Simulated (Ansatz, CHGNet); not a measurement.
For rock-salt KF, the machine-learned potential CHGNet-r²SCAN (trained on r²SCAN data) gives:

```
Quantity                          Result
------------------------------  --------
equilibrium lattice constant a   5.354 Å
elastic constant C11            61.1 GPa
elastic constant C44            6.55 GPa
Voigt–Reuss–Hill shear modulus  11.2 GPa
```

Question: What does HSE06 (plane waves, PAW; Ansatz, a first-principles code) give for the same quantities?

Answer: 
- lattice constant a: 5.370 Å (increases by 0.3 %)
- elastic constant C11: 65.1 GPa (grows by 6.5 %)
- elastic constant C44: 14.0 GPa (goes up by 110 %)
- Voigt–Reuss–Hill shear modulus: 17.8 GPa (grows by 59 %)

For comparison: lattice constant a 5.311 Å (measured, low temperature, zero-point motion not removed; as tabulated in Doll and Stoll (1997), arXiv:cond-mat/9707218); elastic constant C11 75.8 GPa (measured, 4 K, zero-point motion not removed; as tabulated in Harker's crystal data pages); elastic constant C44 12.9 GPa (measured, 4 K, zero-point motion not removed; as tabulated in Harker's crystal data pages).

Changes are worked out from the printed values.

Unless a cell is named, each level is at its own relaxed cell (CHGNet-r²SCAN 19.18, HSE06 19.36 Å³/atom).

Ansatz's density-functional and Hartree–Fock values are scalar-relativistic unless marked +SOC, with PAW data made under PBE.
